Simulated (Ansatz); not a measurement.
# doublet CH2ClF+ at 6 levels

We compute a comparison of 6 runs (UHF/STO-3G, UB2PLYP/STO-3G, UPBE/STO-3G, USVWN5/STO-3G, RPA@PBE/STO-3G, UCCSD/STO-3G) of doublet CH2ClF+. 

The results are computed with Ansatz 0.2.0.

70 further runs of the same task are left out: 2 that didn't finish, 68 set aside as unsound or not needed.

### 1 The molecule

The species is CH2ClF+ (5 atoms), meant as a doublet with charge +1. SMILES of the parent species: `FCCl`. Geometry: relaxed at PBE0-D4/def2-TZVP. That shape belongs to the parent species and isn't relaxed for this state.

Bond lengths: F1–C2 1.355 Å, C2–Cl3 1.766 Å, C2–H4 1.089 Å, C2–H5 1.089 Å. Angles: F1–C2–Cl3 110.5°, F1–C2–H4 109.3°, F1–C2–H5 109.3°, Cl3–C2–H4 107.8°, Cl3–C2–H5 107.8°, H4–C2–H5 112.3°.

### 2 The energy at UHF/STO-3G (run 1)

molecule.yaml

```yaml
crystal:
  periodic: [false, false, false]
  atoms:
    - {symbol: F, position_ang: [-0.970450, 0.560520, 0.766500]}
    - {symbol: C, position_ang: [0.083560, 0.089320, 0.058070]}
    - {symbol: Cl, position_ang: [-0.422970, -1.232890, -0.998060]}
    - {symbol: H, position_ang: [0.832130, -0.302600, 0.745580]}
    - {symbol: H, position_ang: [0.477720, 0.885670, -0.572080]}
basis:
  gaussian:
    orbitals: STO-3G
total_charge: 1
magnetization:
  spin_polarized: true
  initial_magnetization: 1
hamiltonian:
  xc: hf
accuracy: high
```

Started as:

```console
$ ansatz run molecule.yaml --threads 1 --pin off --max-ram 3480MiB --events-out events.jsonl --progress --plain --runs-dir runs
```

Standard output:

```text
Warning: RAYON_NUM_THREADS=1 ignored (pool sized by the plan → 1); use --threads N
Functional definition: HF
  name "HF"
  exchange = exact_x
  correlation = 0
375 factors; integrals over basis functions are off by at most 3.5e-8 eV
mean field evaluation 1: about -16071.1468 eV, gradient 2.4e1 eV
mean field evaluation 2: about -16071.2613 eV, gradient 2.4e1 eV
mean field evaluation 4: about -16075.9154 eV, gradient 2.6e0 eV
mean field evaluation 8: about -16076.6191 eV, gradient 5.3e-1 eV
mean field evaluation 16: about -16076.6161 eV, gradient 1.4e-8 eV
mean field evaluation 32: about -16076.3846 eV, gradient 1.5e0 eV
mean field evaluation 64: about -16076.4332 eV, gradient 1.3e-1 eV
mean field evaluation 96: about -16074.6339 eV, gradient 1.1e0 eV
mean field -16076.61605041 eV, -590.8047427309 hartree, gradient 1.4e-8 eV, S^2 0.752868; 4 other end points of the search recorded, 0 dependent functions left out
reference -16076.61605041 eV, -590.8047427309 hartree; 17, 16 occupied and 4, 5 virtual orbitals, 375 factors
Total energy: -16076.61605041 eV, -590.8047427309 hartree
```

Wall time 0.38 s (1 thread of Arm Neoverse V1, shared host).

### 3 The energy at UB2PLYP/STO-3G (run 2)

run.yaml

```yaml
crystal:
  periodic: [false, false, false]
  atoms:
    - {symbol: F, position_ang: [-0.970450, 0.560520, 0.766500]}
    - {symbol: C, position_ang: [0.083560, 0.089320, 0.058070]}
    - {symbol: Cl, position_ang: [-0.422970, -1.232890, -0.998060]}
    - {symbol: H, position_ang: [0.832130, -0.302600, 0.745580]}
    - {symbol: H, position_ang: [0.477720, 0.885670, -0.572080]}
basis:
  gaussian:
    orbitals: STO-3G
total_charge: 1
magnetization:
  spin_polarized: true
  initial_magnetization: 1
hamiltonian:
  xc: {name: B2PLYP}
correlation:
  frozen_orbitals: {C: 1, Cl: 5, F: 1, H: 0}
accuracy: high
```

Started as:

```console
$ ansatz run run.yaml --threads 1 --pin off --max-ram 3480MiB --events-out events.jsonl --progress --plain --runs-dir runs
```

Standard output, shortened:

```text
Warning: RAYON_NUM_THREADS=1 ignored (pool sized by the plan → 1); use --threads N
Functional definition: B2PLYP
  name "B2PLYP"
[...]
375 factors; integrals over basis functions are off by at most 3.5e-8 eV
[...]
mean field -16099.57818520 eV, -591.6485856200 hartree, gradient 6.0e-8 eV, S^2 0.751550; 6 other end points of the search recorded, 0 dependent functions left out
7 core orbitals not correlated: weight in the atoms' cores, before any rotation towards them, 1.000 or more for the frozen orbitals, at most 0.000 for the correlated occupied ones
reference -16099.57820096 eV, -591.6485861992 hartree; 10, 9 occupied and 4, 5 virtual orbitals, 375 factors
second order -3.98467365 eV of doubles, -0.00000000 eV of singles
Total energy: -16100.65406284 eV, -591.6881233942 hartree
```

It took 3.6 s on 1 thread of Arm Neoverse V1, shared host; peak memory 0.13 GiB.

Runs 3 to 5 aren't shown in full; the table further down has their settings and results.

### 4 The energy at UCCSD/STO-3G (run 6)

input.yaml

```yaml
crystal:
  periodic: [false, false, false]
  atoms:
    - {symbol: F, position_ang: [-0.970450, 0.560520, 0.766500]}
    - {symbol: C, position_ang: [0.083560, 0.089320, 0.058070]}
    - {symbol: Cl, position_ang: [-0.422970, -1.232890, -0.998060]}
    - {symbol: H, position_ang: [0.832130, -0.302600, 0.745580]}
    - {symbol: H, position_ang: [0.477720, 0.885670, -0.572080]}
basis:
  gaussian:
    orbitals: STO-3G
total_charge: 1
accuracy: high
magnetization:
  spin_polarized: true
  initial_magnetization: 1
scf:
  omitted_lower_state_checks: [cluster_reference, increment]
correlation:
  method: ccsd
  frozen_orbitals: {C: 1, Cl: 5, F: 1, H: 0}
```

Started as:

```console
$ ansatz run input.yaml --threads 1 --pin off --max-ram 3480MiB --events-out events.jsonl --progress --plain --runs-dir runs
```

Standard output:

```text
Warning: RAYON_NUM_THREADS=1 ignored (pool sized by the plan → 1); use --threads N
[... 15 lines left out ...]
7 core orbitals not correlated: weight in the atoms' cores, before any rotation towards them, 1.000 or more for the frozen orbitals, at most 0.000 for the correlated occupied ones
[... 28 lines left out ...]
Total energy: -16079.57182137 eV, -590.9133653102 hartree
Checks for a lower state left out: cluster_reference, increment
```

Run time: 0.93 s. Hardware: 1 thread of Arm Neoverse V1, shared host.

### 5 All runs side by side

```csv
run,level,frozen core orbitals,energy (Eh),⟨S²⟩,wall time
1,UHF/STO-3G,–,-590.804743,0.753,0.38 s
2,UB2PLYP/STO-3G,7,-591.688123,0.752,3.6 s
3,UPBE/STO-3G,–,-591.700783,0.751,7.5 s
4,USVWN5/STO-3G,–,-589.505164,0.750,3.9 s
5,RPA@PBE/STO-3G,7,-591.016132,0.751,12 s
6,UCCSD/STO-3G,7,-590.913365,0.753,0.93 s
```

### 6 Results

| quantity | value |
| --- | --- |
| run 6: total energy | -590.91337 Eh |
| run 6: correlation energy (7 core orbitals frozen) | -108.6 mEh |
| run 6: ⟨S²⟩ of the reference determinant | 0.753 |
| run 6: T1 diagnostic | 0.053 |

In words: Totals of different functionals can't be ranked against each other. In runs 1, 2, 3, 4, 5, 6 the basis is minimal, so the values are rough. All runs together took 28 s, the longest 12 s.
